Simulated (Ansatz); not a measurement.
**Forces away from equilibrium**

AlNH4O, singlet, at a displaced guess of a reacting structure.

```xyz
7
angstrom
Al -0.4833 0.3858 -0.5499
N 0.4709 -1.2541 0.8593
H 0.2412 0.0388 1.4127
O -0.9001 1.6986 -1.6007
H 0.2893 -2.1304 1.4779
H 1.5225 -1.2502 0.6437
H -1.1451 2.4924 -2.2047
```

Ansatz 0.2.0; basis: def2-TZVPP; cores frozen in the correlated methods.

CCSD(T) forces from the calculation:
| atom | Fx | Fy | Fz (eV/Å) |
| --- | --- | --- | --- |
| Al1 | -0.472 | 1.253 | -0.742 |
| N2 | 0.601 | 1.340 | 1.532 |
| H3 | 0.728 | -3.681 | -1.142 |
| O4 | -0.528 | 1.739 | -1.400 |
| H5 | 0.431 | 1.788 | -0.678 |
| H6 | -1.530 | 0.086 | 0.569 |
| H7 | 0.771 | -2.525 | 1.861 |

(1) Which atom feels the largest CCSD(T) force, and how large is it?

No T1 diagnostic of these runs exceeds 0.016. The restricted Hartree–Fock reference is unstable towards an unrestricted one here. These are differences at one structure, and CCSD(T) in triple zeta is itself an approximation.

## Answers

(1) H3, 3.92 eV/Å, along (0.19, -0.94, -0.29).

Root-mean-square difference of the force components from those of CCSD(T): PBE0-D4 0.064; wB97M-V 0.090; r2SCAN-D4 0.157; PBE-D4 0.264; revPBE-D4 0.297; LC-wPBE 0.198 eV/Å.

For scale, one of the runs: CCSD(T)/def2-TZVPP forces, 160 basis functions (an equivalent command: `ansatz run in.yaml --threads 4`). Hardware: 4 CPU threads, shared host. Wall time 54 s; peak host memory 2.2 GiB.
